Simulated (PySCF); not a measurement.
Na2, SMILES [Na][Na]. Geometry optimised at PBE-D3(BJ)/def2-TZVPD.

Computed equilibrium geometry at PBE-D3(BJ)/def2-TZVPD (PySCF confirms it by a frequency run) as bond lengths and angles, and its point group:
point group D∞h.
Atoms: Na1 Na2. Bonds (Å): Na1–Na2 3.094.
Charge 0, spin multiplicity 1.
